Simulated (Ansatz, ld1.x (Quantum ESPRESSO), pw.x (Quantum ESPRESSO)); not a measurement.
# From atom to crystal: PAW potential for Ni

ld1.x (Quantum ESPRESSO) 7.5 input, shortened:

```
&input
   title='Ni', zed=28., rel=1, dft='PBE', iswitch=3,
   config='[Ar] 3d8 4s1.5 4p0.5'
 /
 &inputp
   pseudotype=3, lpaw=.true., tm=.true., lloc=-1, rcloc=2.40,
   nlcc=.false.,
   which_augfun='PSQ', rmatch_augfun_nc=.true.
 /
6
4S  1  0   1.50   0.00  1.75  2.40  0.0
4S  1  0   0.00  -0.10  1.75  2.40  0.0
4P  2  1   0.50   0.00  2.00  2.45  0.0
4P  2  1   0.00   3.49  2.00  2.45  0.0
3D  3  2   8.00   0.00  1.15  1.35  0.0
3D  3  2   0.00   4.25  1.15  1.35  0.0
 &test
   configts(1)='3d8 4s1.5 4p0.5'
 /
```

Crystal test: fcc Ni in pw.x 7.5, no spin, 16³ k-points, Fermi–Dirac smearing 0.01 Ry, cutoffs 120/900 Ry. The reference is all-electron LAPW (Ansatz 0.2.0) with the same functional, mesh and smearing; V0 and B0 come from Birch–Murnaghan fits to the pressures at five volumes. Errors are pseudo minus all-electron; Δ is the rms difference of the E(V) curves that follow from these fits, minima aligned, over ±6 % about the mean V0. Mesh and smearing are coarse, so the numbers serve the comparison and aren't converged zero-temperature values; the lattice is a test structure that the element need not adopt. Spin polarisation and strong correlation are left out, which matters for this element.

All-electron: a0 = 3.517 Å (V0 = 10.88 Å³/atom), B0 = 198.9 GPa.

How far does the potential miss the all-electron equation of state?

mean pressure error (GPa): +3.49; a0 (Å): 3.537; a0 error (%): +0.56; B0 error (%): +0.6; Δ (meV/atom): 8.1. The largest radius (2.45 bohr) exceeds half the bond length (2.35 bohr), so the spheres overlap, which is one possible source of error among others. This is a poor potential for the solid. Atomic configuration tests: 1 of 7 tests not solved or not reliable.

```csv
V (Å³/atom),P all-electron (GPa),P pseudo (GPa)
10.360,10.94,15.39
10.632,4.80,8.69
10.905,-0.50,2.91
11.178,-5.07,-2.00
11.450,-9.00,-6.39
```

At the middle volume, how do free energy and pressure move when the wave cutoff is lowered (ecutrho held at 900 Ry)?

| cutoff (Ry) | shift of F (meV/atom) | shift of P (GPa) |
| --- | --- | --- |
| 54 | +360.4 | -15.30 |
| 72 | +179.7 | -3.37 |
| 96 | +10.7 | -1.69 |

The run at the middle volume (145 k-points, 12 iterations) took about 51 s on one core of a shared host (Intel(R) Xeon(R) Platinum 8488C, 192 threads, 744 GiB, load 38).
